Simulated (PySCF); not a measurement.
ozone (O₃), SMILES [O-][O+]=O. Atoms are numbered in the order given.

```xyz
3

O      0.0000     1.0634     0.2113
O      0.0000     0.0000    -0.4227
O      0.0000    -1.0634     0.2113
```
Charge 0, spin multiplicity 1.

Coordinates come from a PBE0-D3(BJ)/def2-TZVP optimisation. The molecule may have multireference character, which single-reference levels describe poorly.

Method: PBE/pcSseg-2 in PySCF.

GIAO shieldings, no solvent; atoms alike by connectivity are averaged. δ = σ(ref) − σ: ¹⁷O against H2O (σ = 327.5 ppm), references at their B3LYP-D3(BJ)/def2-TZVP geometries, non-relativistic.

Q: Estimate the chemical shifts. (Estimate from the structure and the level; the computed values follow.)

A: 
| nucleus | atoms | count | δ (ppm) |
|---|---|---|---|
| ¹⁷O | O1, O3 | 2 | 1604.8 |
| ¹⁷O | O2 | 1 | 1175.8 |
